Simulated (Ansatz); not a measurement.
# SiH₃ (doublet): the correlation ladder at distance Si1–H4 = 3.294 Å, cc-pVDZ

Aim: climb from Hartree-Fock through coupled cluster and multireference methods for SiH₃ (doublet) at one geometry and basis, and see what each rung misses.

Program: Ansatz 0.2.0, Gaussian basis. Level of theory: cc-pVDZ, core rule «outside noble gas», up to 5 orbitals frozen. These are calculated values, not measurements.

To be run: UHF; CCSD(T) on ROHF; CCSD(T) on UHF; BCCD(T) on ROHF; CISD; CCSDT(Q) on ROHF; CCSDT(Q) on UHF; CCSDTQ on ROHF; CCSDTQ on UHF; CASSCF and MRCISD+Q, 3 electrons in 3 orbitals; CASSCF and NEVPT2, 3 electrons in 3 orbitals; CASSCF and MRCISD+Q, 7 electrons in 7 orbitals; CASSCF and NEVPT2, 7 electrons in 7 orbitals; Full CI.

### 1 What is computed

The geometry derives from a PBE0/def2-TZVP stationary point (not a proven minimum). One bond is set to the value named and the two fragments are kept rigid.

4 atoms, charge 0, spin multiplicity 2.

Atoms are counted from 1 here; the program's logs count them from 0.

Bond lengths: Si1–H2 1.486 Å, Si1–H3 1.486 Å. Angles: H2–Si1–H3 111.3°.

### 2 UHF

Input file in.yaml:

```yaml
crystal:
  periodic: [false, false, false]
  atoms:
    - {symbol: Si, position_ang: [0.027560, 0.048535, -0.061488]}
    - {symbol: H, position_ang: [1.442819, 0.063190, 0.391367]}
    - {symbol: H, position_ang: [-0.693587, 1.268615, 0.385278]}
    - {symbol: H, position_ang: [-1.517182, -2.684210, 0.936666]}
basis:
  gaussian: {orbitals: cc-pVDZ}
magnetization: {spin_polarized: true, initial_magnetization: 1}
hamiltonian: {xc: hf}
output: {orbitals: {seedname: orbitals}}
```

Command:

```
$ ansatz run in.yaml --threads 1 --pin off --events-out ev --progress --plain --max-ram 4096MiB --backend cpu
```

After this run come: CCSD(T) on ROHF; CCSD(T) on UHF; BCCD(T) on ROHF; CISD; CCSDT(Q) on ROHF; CCSDT(Q) on UHF; CCSDTQ on ROHF; CCSDTQ on UHF; CASSCF and MRCISD+Q, 3 electrons in 3 orbitals; CASSCF and NEVPT2, 3 electrons in 3 orbitals; CASSCF and MRCISD+Q, 7 electrons in 7 orbitals; CASSCF and NEVPT2, 7 electrons in 7 orbitals; Full CI.

Q: Predict the results of all the runs planned. Wanted: FCI below the RHF energy; RMP2 from FCI; UMP2 from FCI; RCCSD from FCI; RCCSD(T) from FCI; UCCSD(T) from FCI; RCCSDT(Q) from FCI; UCCSDT(Q) from FCI; NEVPT2 pair from FCI.

As calculated:

| quantity | value |
| --- | --- |
| FCI below the RHF energy | -3.2905 eV |
| RMP2 from FCI | +20.55 kcal/mol |
| UMP2 from FCI | +20.51 kcal/mol |
| RCCSD from FCI | +2.19 kcal/mol |
| RCCSD(T) from FCI | +0.71 kcal/mol |
| UCCSD(T) from FCI | +0.86 kcal/mol |
| RCCSDT(Q) from FCI | +0.02 kcal/mol |
| UCCSDT(Q) from FCI | +0.02 kcal/mol |
| NEVPT2 pair from FCI | +17.67 kcal/mol |
| MRCISD+Q pair from FCI | +0.14 kcal/mol |
| NEVPT2 valence from FCI | +15.12 kcal/mol |
| levels within 1 kcal/mol (43 meV) | RCCSD(T), UCCSD(T), BCCD(T), RCCSDT, UCCSDT, RCCSDT(Q), UCCSDT(Q), RCCSDTQ, UCCSDTQ, MRCISD+Q pair, MRCISD+Q valence |
| T1 diagnostic | 0.040 |
| effectively unpaired electrons | 1.17 |

What this shows: RCCSD(T) misses by +0.71 kcal/mol, 0.9 % of the correlation energy. One determinant dominates. Of the multireference levels listed MRCISD+Q pair comes nearest in total energy (+0.14 kcal/mol), which doesn't show that its space is the better one. These misses are within one basis, not against nature; the frozen cores of restricted and unrestricted runs differ, which can shift their rows.
